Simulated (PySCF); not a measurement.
Dipole moment and polarisability of `C/C(Cl)=C\Cl`

C3H4Cl2.
Cartesian coordinates in Å at the GFN2-xTB level; atoms count from 1:
```xyz
9
C3H4Cl2 angstrom
C     -1.157   -0.025    0.055
C      0.259    0.427    0.119
Cl     0.479    2.068    0.631
C      1.347   -0.276   -0.169
Cl     1.282   -1.913   -0.689
H     -1.621    0.060    1.037
H     -1.204   -1.059   -0.276
H     -1.718    0.602   -0.636
H      2.346    0.124   -0.098
```

Level: PBE0/def2-SVPD (PySCF), static field, nuclei fixed, core orbitals frozen in the response. The polarisability tensor in these axes (au):

```
x   65.79 -8.65 -3.88
y   -8.65 82.51 11.99
z   -3.88 11.99 50.65
```

**Question.** Give the principal values, the mean and the anisotropy Δα = √{½[(α1 − α2)² + (α2 − α3)² + (α1 − α3)²]}.

**Answer.** Principal values 46.59, 62.19 and 90.17 au; mean 66.31 au = 9.83 Å³ = 10.93 × 10⁻⁴⁰ C²·m²/J; Δα = 38.24 au (58 % of the mean).

**Question.** What is the dipole moment, and where does it point?

**Answer.** (-0.72, -0.12, 0.00) D, 0.73 D in size, pointing from the negative to the positive side. Measured along this direction, the outermost atoms are H9 at the negative end and H6 and H8 at the positive end.

**Question.** How large is μ²/3kT at 500 K beside α?

**Answer.** In Gaussian units μ²/3kT = 2.56 Å³ against 9.83 Å³, a ratio of 0.26; the Debye molar polarisation (4π/3)N_A(α + μ²/3kT) is 31.3 cm³/mol, leaving out the vibrational part.

**Question.** Find the Langevin capture rate constant for H3+ (3.023 u) meeting this molecule (109.969 u), k = 2.342 × 10⁻⁹ cm³/s × √(α in Å³ / reduced mass in u).

**Answer.** The reduced mass is 2.94 u, so k = 4.28 × 10⁻⁹ cm³/s. The formula leaves out the permanent dipole, which adds to the capture rate.

**Question.** What depolarisation ratio follows for Rayleigh scattering of linearly polarised light, taking the static tensor?

**Answer.** ρ = 3Δα²/(45ᾱ² + 4Δα²) = 4387.6/(197894 + 5850.2) = 0.0215.

Isolated species at its GFN2-xTB geometry, gas phase.
